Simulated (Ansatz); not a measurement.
# NH₃+ (doublet): the correlation ladder at scale of all distances = 2.385, 6-31G

How much of the correlation energy of NH₃+ (doublet) does each wave-function method recover here?

Computed with Ansatz 0.2.0, Gaussian basis. Level: 6-31G, core rule «outside noble gas», up to 1 orbitals frozen.

The runs, in order: UHF; CCSD(T) on ROHF; CCSD(T) on UHF; BCCD(T) on ROHF; CISD; CCSDT(Q) on ROHF; CCSDT(Q) on UHF; CISDTQ; CCSDTQ on ROHF; CCSDTQ on UHF; CASSCF and MRCISD+Q, 3 electrons in 3 orbitals; CASSCF and NEVPT2, 3 electrons in 3 orbitals; CASSCF and MRCISD+Q, 7 electrons in 7 orbitals; CASSCF and NEVPT2, 7 electrons in 7 orbitals; Full CI.

12 further runs of the same task are left out: 8 that didn't finish, 4 set aside as unsound or not needed.

## Step 1: The geometry

The geometry derives from a PBE0/def2-TZVP stationary point (not a proven minimum). All distances are scaled together.

4 atoms, charge 1, spin multiplicity 2.

Atoms are counted from 1 here; the program's logs count them from 0.

No contacts short enough for the rule that draws bonds.

As a file:

```xyz
4
charge 1, multiplicity 2
N     0.0000    0.0000    0.0000
H     2.4423    0.0328   -0.0002
H    -1.2496    2.0987   -0.0066
H    -1.1927   -2.1315    0.0068
```

## Step 2: UHF

Input file in.yaml:

```yaml
crystal:
  periodic: [false, false, false]
  atoms:
    - {symbol: N, position_ang: [0.000000, 0.000000, 0.000000]}
    - {symbol: H, position_ang: [2.442290, 0.032806, -0.000167]}
    - {symbol: H, position_ang: [-1.249556, 2.098671, -0.006587]}
    - {symbol: H, position_ang: [-1.192734, -2.131477, 0.006754]}
basis:
  gaussian: {orbitals: 6-31G}
total_charge: 1
magnetization: {spin_polarized: true, initial_magnetization: 1}
hamiltonian: {xc: hf}
output: {orbitals: {seedname: orbitals}}
```

Command:

```sh
> ansatz run in.yaml --threads 1 --pin off --events-out ev --progress --plain --max-ram 2393MiB
```

Further steps of the session: CCSD(T) on ROHF; CCSD(T) on UHF; BCCD(T) on ROHF; CISD; CCSDT(Q) on ROHF; CCSDT(Q) on UHF; CISDTQ; CCSDTQ on ROHF; CCSDTQ on UHF; CASSCF and MRCISD+Q, 3 electrons in 3 orbitals; CASSCF and NEVPT2, 3 electrons in 3 orbitals; CASSCF and MRCISD+Q, 7 electrons in 7 orbitals; CASSCF and NEVPT2, 7 electrons in 7 orbitals; Full CI.

Q: Predict the results of all the runs planned. Wanted: FCI below the RHF energy; RMP2 from FCI; UMP2 from FCI; RCCSD from FCI; RCCSD(T) from FCI; UCCSD(T) from FCI; RCCSDT(Q) from FCI; UCCSDT(Q) from FCI; NEVPT2 valence from FCI.

**Answer**, as computed:

| quantity | value |
| --- | --- |
| FCI below the RHF energy | -7.6598 eV |
| RMP2 from FCI | +180.7 kJ/mol |
| UMP2 from FCI | +114.3 kJ/mol |
| RCCSD from FCI | +41.1 kJ/mol |
| RCCSD(T) from FCI | -25.0 kJ/mol |
| UCCSD(T) from FCI | +21.6 kJ/mol |
| RCCSDT(Q) from FCI | +0.7 kJ/mol |
| UCCSDT(Q) from FCI | -1.8 kJ/mol |
| NEVPT2 valence from FCI | +24.8 kJ/mol |
| MRCISD+Q valence from FCI | +2.6 kJ/mol |
| levels within 1 kcal/mol (43 meV) | RCCSDT(Q), UCCSDT(Q), RCCSDTQ, UCCSDTQ, MRCISD+Q valence |
| T1 diagnostic | 0.146 |
| effectively unpaired electrons | 3.14 |

**Reading.** RCCSD(T) lands -25.0 kJ/mol from the yardstick (3.4 % of the correlation energy). CCSD(T) misses by -25.0 kJ/mol on the restricted determinant and by +21.6 kJ/mol on the unrestricted one; the two need not hold the same state or core. RCCSD(T), RCCSDT, UCCSDT(Q) fall below full CI: unrestricted runs freeze a spin-polarised core, another one than full CI's, and coupled cluster isn't variational. With 3.1 effectively unpaired electrons against 1 the state is strongly multireference. Of the multireference levels listed MRCISD+Q valence comes nearest in total energy (+2.6 kJ/mol), which doesn't show that its space is the better one. Coupled cluster took another determinant than the lowest Hartree-Fock one. These misses are within one basis, not against nature; the frozen cores of restricted and unrestricted runs differ, which can shift their rows.
